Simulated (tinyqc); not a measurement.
A ladder of methods, and size consistency: correlation methods against full CI in the sto-3g basis, for H2O, spin multiplicity 1. Computed by the program tinyqc with PySCF. All electrons correlated; +Q is the Davidson correction (1 - c0^2) E_corr. The last columns treat two copies 100 angstrom apart as one system. FCI is the lowest singlet.

Geometry (angstrom):

| atom | x | y | z |
|---|---|---|---|
| O | 0.0000 | 0.0000 | 0.0000 |
| H | 0.0000 | 0.8730 | 0.6520 |
| H | 0.0000 | -0.8730 | 0.6520 |

RHF energy of one = -74.944254 hartree

Correlation energies (hartree):

| method | E_corr of one | share of FCI (%) | E_corr of two at 100 angstrom | two minus twice one (mhartree) |
|---|---|---|---|---|
| MP2 | -0.04760 | 69.248 | -0.09520 | 0.000 |
| CISD | -0.06710 | 97.615 | -0.12888 | 5.317 |
| CISD+Q | -0.06999 | 101.823 | -0.13868 | 1.308 |
| CCSD | -0.06852 | 99.684 | -0.13705 | 0.000 |
| CCSD(T) | -0.06863 | 99.836 | -0.13725 | 0.000 |
| FCI | -0.06874 | 100.000 | - | - |

What does the comparison show, and why?

MP2 recovers 69 %, CISD 97.6 % and CCSD 99.7 % of the FCI value (c0^2 = 0.957 in CISD). MP2 and coupled cluster are size consistent, so their last column vanishes; CISD loses 5.32 mhartree, since a double excitation on each copy is a quadruple of the pair, and the Davidson correction leaves +1.31.
